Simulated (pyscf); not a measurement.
A first-order saddle from PySCF, ωB97X-D3(BJ)/def2-SVP:

```xyz
13

Bi     1.0849     1.2803     1.5659
O     -0.5282     1.3521     0.2253
C     -1.5248    -0.0725    -0.2625
C     -2.7619     0.5120     0.1337
O      1.0354    -0.7899     1.7826
O      2.4835     1.2331     0.0342
H     -1.0450    -0.8383     0.3574
H     -1.2419    -0.1047    -1.3201
H     -1.6871     1.4930     0.4511
H     -3.4341     0.8801    -0.6490
H     -3.2472     0.1196     1.0348
H      1.5224    -1.1921     1.0486
H      2.0159     1.2678    -0.8126
```
Charge 0, spin multiplicity 1.

Surface: singlet, charge 0. Lowest wavenumbers (cm⁻¹): 1819i, 56, 67, 137, 145.

Name the species on either side of this saddle.

H₃C–CH₂–O–Bi(OH)–OH ⇌ HO–Bi(OH)–OH + ethylene (H₂C=CH₂), an elimination read from left to right: C–O, C–H broken and H–O formed. At ωB97M-D3(BJ)/def2-TZVP it lies +280.7 kJ/mol from the left side and +211.2 kJ/mol from the right (each side as separated species at their lowest minima found). This is the saddle that the search found; another between the same sides may lie lower. Elements past Kr carry the def2 core potentials, without spin-orbit coupling.
